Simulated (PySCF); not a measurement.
Gas-phase reaction: 3 AlCl2 ⇌ 2 AlCl3 + Al

Energies from PySCF (xtb for GFN2), thermal terms from the rigid-rotor harmonic-oscillator model, ideal gas at 1 bar. The comparison is the NASA 1993 polynomial table, which mixes measured and estimated data. After a fit of one offset per element over all species, the range-separated, M06-2X, PBE0/def2-QZVP and CCSD(T)/def2-TZVPP enthalpies, where run, lie to one side of the table for AlCl2 (+44 kJ/mol): a fault of the table's entry, another state or a shared error of the levels is possible; this was not checked at source. † marks an energy on the PBE0/def2-TZVP geometry and frequencies; other levels use their own. CCSD(T) freezes the core. 6-31G* has spherical d functions here. Open shells (unrestricted): AlCl2 (multiplicity 2), Al (multiplicity 2, electronic degeneracy 6); the rest are closed-shell singlets. GFN2 has no spin-polarisation term. Spin-orbit splitting is ignored; it lowers the true energy and changes the entropy of Al. For this reaction the table lies outside the span of B3LYP, CCSD(T), M06-2X, MP2, PBE0, r2SCAN, ωB97M-V, ωB97X-V in their largest bases here; which side is off was not settled. CCSD(T) isn't extrapolated to the basis-set limit; its ΔH°(298 K) is -188.7 kJ in def2-SVP and -176.9 kJ in def2-TZVPP. The harmonic model lacks anharmonicity and excited electronic states, which grow with temperature; levels with a mode under 35 cm⁻¹ are left out. The table's entry may be an old estimate for AlCl2, AlCl3 (not checked at source).

| level | ΔH°(298 K), kJ | minus table | ΔG°(1200 K), kJ |
|---|---|---|---|
| table | 1.5 | - | 82.6 |
| BLYP/def2-TZVP† | -131.9 | -133.4 | -47.0 |
| CCSD(T)/def2-TZVPP† | -176.9 | -178.4 | -92.0 |
| GFN2-xTB | 31.7 | 30.2 | 117.6 |
| HF/6-31G* | -106.2 | -107.7 | -20.4 |
| HF/def2-TZVP† | -110.5 | -112.0 | -25.6 |
| PBE/def2-SVP | -133.7 | -135.2 | -48.6 |
| PBE0/def2-QZVP† | -133.1 | -134.6 | -48.3 |
| PBE0/def2-TZVP | -134.3 | -135.8 | -49.5 |
| r2SCAN/def2-TZVP† | -120.0 | -121.5 | -35.1 |
